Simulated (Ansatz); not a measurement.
Run this with Ansatz 0.2.0 through its Python package and show what comes out.

`run_energy.py`:
```python
# -*- coding: utf-8 -*-
'''Single point of C3H5FO2 in a Gaussian basis.'''

from pathlib import Path
import json

import ansatz as az

geometry_ang = [
    ('C', [0.7031, -0.4568, -1.026]),
    ('C', [-0.0955, -0.2919, 0.2754]),
    ('O', [-1.3974, -0.885, 0.131]),
    ('F', [0.6414, -1.008, 1.2131]),
    ('C', [-0.1702, 1.1679, 0.6884]),
    ('O', [-1.201, 1.7439, 1.0902]),
    ('H', [1.7004, -0.0185, -0.9489]),
    ('H', [0.7634, -1.4448, -1.3484]),
    ('H', [0.1427, 0.1451, -1.7968]),
    ('H', [-1.7987, -0.7283, 1.0246]),
    ('H', [0.7773, 1.7194, 0.7179]),
]
mol = az.Crystal.molecule()
for symbol, xyz in geometry_ang:
    mol = mol.atom(symbol, xyz)

setup = mol.calculation()
setup = setup.basis(gaussian='6-31G*')
setup = setup.correlation('mp2')
setup = setup.orbitals()
res = setup.run(runs_dir='c3h5fo2_runs')
data = res.report

print(f'E = {data["free_energy_ev"]:.6f} eV = {data["free_energy_ev"] / 27.211386246:.7f} Ha')
print('converged:', data['converged'], ' doubts:', data['published_state_doubts'] or 'none')

print('correlation energy', round(data['free_energy_ev'] - data['reference_energy_ev'], 5), 'eV')
cluster = data['correlation'].get('coupled_cluster')
if cluster:
    print('cycles', cluster['cycles'], ' T1 diagnostic', round(cluster['t1_diagnostic'], 4), ' largest double', round(cluster['largest_double'], 4))

state = data['mean_field']['state']
print(f'mean field: {state["energy"]["hartree"]:.7f} Ha, <S^2> = {abs(state["spin_squared"]):.4f}, stability: {state.get("stability", {}).get("kind")}')

lines = Path(data['orbitals_path']).read_text().splitlines()
field_of = lambda key: [line.split('=')[1].strip() for line in lines if line.startswith(key)]
orbitals = [(27.211386 * float(e), s, float(n)) for e, s, n in zip(field_of('Ene='), field_of('Spin='), field_of('Occup='))]
homo = max(e for e, _, n in orbitals if n > 0.5)
lumo = min(e for e, _, n in orbitals if n < 0.5)
print(f'HOMO {homo:.3f} eV, LUMO {lumo:.3f} eV, gap {lumo - homo:.3f} eV')
with open('c3h5fo2.json', 'w') as handle:
    json.dump({k: data[k] for k in ('free_energy_ev', 'reference_energy_ev', 'n_occupied', 'n_virtual')}, handle, indent=1)
```

```console
$ python run_energy.py
E = -9974.642023 eV = -366.5613333 Ha
converged: True  doubts: none
correlation energy -24.98294 eV
mean field: -365.6432271 Ha, <S^2> = 0.0000, stability: minimum
HOMO -12.314 eV, LUMO 2.771 eV, gap 15.085 eV
```

File `c3h5fo2.json` afterwards:
```json
{
 "free_energy_ev": -9974.642023397519,
 "reference_energy_ev": -9949.659080062305,
 "n_occupied": [
  18,
  18
 ],
 "n_virtual": [
  76,
  76
 ]
}
```

Notes:
- Total energies depend on the basis set; only differences at equal settings carry meaning.
- The geometry is a force-field or estimated start, not a minimum of this method, and the basis set is short of its limit.
- Levels such as HOMO and LUMO are orbital energies: in Hartree-Fock the gap is too wide and the LUMO hangs on the basis.
- Inner cores stay frozen, so this is valence correlation.
- S² is that of the Hartree-Fock reference.
- Hardware and time: 2.5 s on 1 thread of Arm Neoverse V1 (shared host), peak memory 0.24 GiB.

(A comment or docstring line of the script was reworded after the run, the code is as it ran; lines on the test bed's own set-up are left out of the output.)
